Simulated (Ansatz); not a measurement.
Reaction (SMILES): [O]Cl (O-Cl) → ClO+ (triplet, bonded as [O]Cl) + e-
B3LYP-D3(BJ)/def2-TZVP geometries, fixed; electronic energies without zero-point terms.

Effect of a fitting basis named in the input at PBE/aug-cc-pV(T+d)Z with Ansatz (an electronic-structure program), against the last row, where the adiabatic ionisation energy is 10.66 eV. Open shells are unrestricted. The default fits or decomposes integrals by the program's own choice; accuracy: high also tightens integrals, grids and stops.

| setting | largest shift of a total energy (mEh) | shift of the adiabatic ionisation energy (eV) |
|---|---|---|
| fitting: def2-SV(P)-JKFIT | -0.028 | 0.000 |
| fitting: def2-universal-JKFIT | -0.028 | 0.000 |
| fitting: cc-pVTZ-JKFIT | -0.025 | 0.000 |
| fitting: cc-pVQZ-JKFIT | -0.016 | 0.000 |
| fitting: cc-pV5Z-JKFIT | -0.014 | 0.000 |
| fitting: def2-universal-JFIT | -0.072 | 0.000 |
| accuracy: high | 0.000 | 0.000 |
| accuracy: medium (default) | 0.000 | 0.000 |

Within 0.002 eV in the adiabatic ionisation energy: fitting: def2-SV(P)-JKFIT; fitting: def2-universal-JKFIT; fitting: cc-pVTZ-JKFIT; fitting: cc-pVQZ-JKFIT; fitting: cc-pV5Z-JKFIT; fitting: def2-universal-JFIT; accuracy: high. The largest shift is 0.072 mEh in a total energy and 0.000 eV in the difference.
